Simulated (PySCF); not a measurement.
## Static response to an electric field

Compound: C3H7P.
Atom-mapped SMILES: `[CH3:1][P:2]1[CH2:3][CH2:4]1` (hydrogens: H5, H6, H7 on C1; H8, H9 on C3; H10, H11 on C4)

Cartesian coordinates in Å at the PBE0-D3(BJ)/def2-SVP level; atoms count from 1:
```xyz
11
C3H7P angstrom
C      1.536    0.152    0.093
P     -0.048   -0.244    0.977
C     -1.111   -0.757   -0.451
C     -1.255    0.685   -0.077
H      1.384    0.382   -0.972
H      2.225   -0.703    0.175
H      2.018    1.017    0.575
H     -1.938   -1.433   -0.211
H     -0.612   -1.000   -1.395
H     -2.183    0.997    0.415
H     -0.853    1.439   -0.761
```

Level: B3LYP/def2-SVPD (PySCF), static field, nuclei fixed, core orbitals frozen in the response. The polarisability tensor in these axes (au):

```
x   71.25  0.49  4.50
y    0.49 55.61 -0.69
z    4.50 -0.69 59.72
```

Q: What are the eigenvalues, a third of the trace, and Δα (Δα² = ½Σ(αi − αj)² over the three pairs)?

A: Principal values 55.37, 58.41 and 72.80 au; mean 62.19 au = 9.22 Å³ = 10.25 × 10⁻⁴⁰ C²·m²/J; Δα = 16.13 au (26 % of the mean).

Q: What is the dipole moment, and where does it point?

A: (0.24, 0.31, -1.11) D, 1.18 D in size, pointing from the negative to the positive side. Measured along this direction, the outermost atoms are P2 at the negative end and H5 at the positive end.

Q: Give the principal axes and the span of the nuclei along them.

A: Largest value along (0.95, 0.01, 0.32), where the nuclei span 4.07 Å; middle along (-0.31, -0.28, 0.91), 2.39 Å; least along (-0.10, 0.96, 0.26), 2.55 Å. The strongest response lies along the longest span, while the other two are in reverse order.

Q: Sum over states: ᾱ = Σ f/ω², ω in Eh. What share falls to these 10 lowest TDDFT singlets (eV, f)? 6.45, 0.0328; 6.66, 0.0125; 6.67, 0.0306; 6.80, 0.0116; 6.95, 0.0080; 7.18, 0.1517; 7.43, 0.1018; 7.60, 0.1627; 7.63, 0.0105; 7.67, 0.0052.

A: They add up to 7.44 au, 12.0 % of the 62.19 au; the largest single term is 2.18 au, from the state at 7.18 eV. Terms in order: 0.58, 0.21, 0.51, 0.19, 0.12, 2.18, 1.37, 2.08, 0.13, 0.07 au. Higher excitations give the rest. The strengths listed sum to 0.527.

Q: What depolarisation ratio follows for Rayleigh scattering of linearly polarised light, taking the static tensor?

A: ρ = 3Δα²/(45ᾱ² + 4Δα²) = 780.5/(174053 + 1040.6) = 0.00446.

Q: Give the eigenvalues of the traceless quadrupole moment Θ = ½Σq(3rr − r²1), origin at the centre of nuclear charge.

A: -3.10, 0.37, 2.73 D·Å. The values depend on the origin, since the dipole doesn't vanish. The electronic extent ⟨r²⟩ about the same centre is 372 bohr², a root-mean-square distance of 1.61 Å for the 40 electrons.

Geometry: PBE0-D3(BJ)/def2-SVP; no solvent, vibrations or thermal averaging.

These values come from a run that also computed excited states and ΔSCF ions. The run took 54 s of wall time on an Arm Neoverse N1 with one thread, shared host with 64 logical CPUs at a one-minute load of 57, and the process peaked at 0.61 GiB of memory.
